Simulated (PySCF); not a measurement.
Two species compared at the same levels of theory.

First species: Acetylethylenimine, C4H7NO.
Geometry (PBE0-D3(BJ)/def2-SVP, Å), atoms numbered from 1 in this order:
```xyz
13
C4H7NO angstrom
C     -1.9793   -0.4691    0.4024
C     -0.7945    0.2119   -0.2331
O     -0.8251    0.7399   -1.3191
N      0.3460    0.2207    0.5588
C      1.6733    0.0939    0.0524
C      1.0989   -0.9254    0.9848
H     -2.0211   -0.2769    1.4832
H     -1.8975   -1.5587    0.2566
H     -2.8980   -0.1244   -0.0871
H      1.7779   -0.1747   -1.0054
H      2.4059    0.8185    0.4227
H      1.4054   -0.9519    2.0364
H      0.8371   -1.9014    0.5573
```

Second species: Bicyclo[2.2.0]hexa-2,5-diene, C₆H₆.
SMILES: `C1=CC2C=CC12`

Levels: wB97X-D/def2-SVPD for dipole moment, HOMO energy, LUMO energy, HOMO–LUMO gap, static isotropic polarisability and electronic spatial extent ⟨r²⟩ about the centre of nuclear charge; TDDFT wB97X-D/def2-SVPD for lowest singlet excitation; PBE0-D3(BJ)/def2-SVP for rotational constant A and rotational constant C. Geometries: PBE0-D3(BJ)/def2-SVP. Each structure is a single optimised conformer of the isolated species, non-relativistic unless stated; the electronic structure was computed with PySCF and density fitting.

The conformers computed, where there is a choice (atom-mapped SMILES and torsion angles):
- `[CH3:1][C:2](=[O:3])[N:4]1[CH2:5][CH2:6]1`: C1–C2–N4–C5 144°

| property | column X | column Y |
| --- | --- | --- |
| dipole moment | 0.04 D | 3.53 D |
| HOMO energy | -8.92 eV | -9.28 eV |
| LUMO energy | 1.44 eV | 1.80 eV |
| HOMO–LUMO gap | 10.36 eV | 11.08 eV |
| lowest singlet excitation | 5.77 eV | 5.31 eV |
| static isotropic polarisability | 62.2 au | 58.0 au |
| electronic spatial extent ⟨r²⟩ about the centre of nuclear charge | 424 bohr² | 562 bohr² |
| rotational constant A | 7.873 GHz | 6.705 GHz |
| rotational constant C | 3.499 GHz | 2.315 GHz |

Problem. Which column belongs to which species?

Solution. Column X is the second species and column Y the first. The first has 13 atoms and 46 electrons, the second 12 and 42.

Problem. How does each property change from the first species to the second?

Solution. dipole moment -3.49 D; HOMO energy +0.36 eV; LUMO energy -0.36 eV; HOMO–LUMO gap -0.72 eV; lowest singlet excitation +0.46 eV; static isotropic polarisability +4.2 au; electronic spatial extent ⟨r²⟩ about the centre of nuclear charge -138 bohr²; rotational constant A +1.168 GHz; rotational constant C +1.184 GHz.

On the first: The polarisability is 8.60 Å³ as a volume (1 au = 0.148185 Å³), or 1.26 au for each of the 46 electrons. A dipole of 3.53 D is allowed in C1, and pure rotational transitions are dipole-allowed.

On the second: The 10 singlets span 5.77 to 7.97 eV, and their oscillator strengths add up to 0.35. S1 lies 4.59 eV below the HOMO–LUMO gap; its leading configuration is HOMO→LUMO, weight 0.97.
